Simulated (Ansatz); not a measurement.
Reaction: C2H6S (ethanethiol, SMILES CCS) → C2H5S (SMILES CC[S], doublet) + H (doublet) (the H-S bond breaks)
Each species at its own B3LYP-D3(BJ)/def2-TZVP minimum (Ansatz, a quantum-chemistry and plane-wave program), one conformer.

Quantity: bond dissociation energy (electronic), in kcal/mol. Open shells are spin-unrestricted; no spin-orbit coupling. CBS(X,Y): correlation extrapolated as X^-3, Hartree-Fock from the larger set. A bracket is a step between two methods taken in the basis named. The functionals are non-relativistic, so their misses hold any scalar relativity. Double hybrids freeze cores in their MP2 part. 'core' is core correlation in cc-pwCVTZ (1s frozen past Ne), 'X2C' scalar relativity in cc-pVTZ-DK, both at CCSD(T). For partners of very few electrons the exact lower level stands in for a higher one.

CCSD(T)/CBS(cc-pV(T+d)Z,cc-pV(Q+d)Z) + [CCSDT(Q) - CCSD(T)]/cc-pV(D+d)Z + core + X2C (Ansatz) gives 92.2 kcal/mol.

### Question
How far off this value is PBE/def2-TZVPD (Ansatz), in which direction, and which of these levels come nearer: r2SCAN/def2-TZVPD, B3LYP/def2-TZVPD, PBE0/def2-TZVPD, B2PLYP/def2-TZVPD, CCSD(T)/CBS(cc-pV(T+d)Z,cc-pV(Q+d)Z) + core + X2C?

### Answer
PBE gives 88.1 kcal/mol, 4.1 kcal/mol below it. Differences of the others: r2SCAN/def2-TZVPD (Ansatz) -3.9; B3LYP/def2-TZVPD (Ansatz) -3.5; PBE0/def2-TZVPD (Ansatz) -4.2; B2PLYP/def2-TZVPD (Ansatz) -3.6; CCSD(T)/CBS(cc-pV(T+d)Z,cc-pV(Q+d)Z) + core + X2C (Ansatz) 0.0 kcal/mol. Nearer than PBE: r2SCAN/def2-TZVPD, B3LYP/def2-TZVPD, B2PLYP/def2-TZVPD, CCSD(T)/CBS(cc-pV(T+d)Z,cc-pV(Q+d)Z) + core + X2C.
